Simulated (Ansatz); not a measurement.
A plane-wave DFT run in Ansatz 0.2.0 (scalar-relativistic PAW potentials unless the input names others): input and command.

```yaml
crystal:
  lattice:
    - [0.0, 2.19816571, 2.19816571]
    - [2.192684, 0.00548171, 2.192684]
    - [2.192684, 2.192684, 0.00548171]
  atoms:
    - { symbol: W, position: [0.0, 0.0, 0.0] }
    - { symbol: C, position: [0.5, 0.5, 0.5] }
basis:
  ecutwfc: 500
kpoints:
  mp_grid: { grid: [18, 18, 18] }
hamiltonian:
  xc: r2scan
  hubbard: { sites: [{ species: C, l: f, u_eff: 4.0 }] }
scf:
  occupations: { method: gaussian, width: 0.15 }
  max_iter: 100
output:
  forces: true
  eigenvalues: true
  stress: true
```

```bash
ansatz run input.yaml --threads 1 --pin off --max-ram 2560MiB --backend cpu --events-out ev --progress --plain --runs-dir out
```

Q: What is wrong with this input?

A: The program refuses it, because of a U on a shell that isn't there (hamiltonian.hubbard: not typed → {"sites": [{"species": "C", "l": "f", "u_eff": 4.0}]}). Without that key it is accepted.

Abridged log:
```
Error: inconsistent input (hamiltonian.hubbard.sites[].l, hamiltonian.hubbard.sites[].shell): the file of C doesn't list 4f, and it can't be added: PBE doesn't bind the shell 4f of the free atom, whose level lies at +1.13 eV. Type an atom or ion with it (hamiltonian.pseudopotentials.projection_atoms), take another file or name another shell
```

Cost: 1 run of about 0.0053 core-minutes, on Intel Xeon Processor @ 2.70GHz (shared hosts).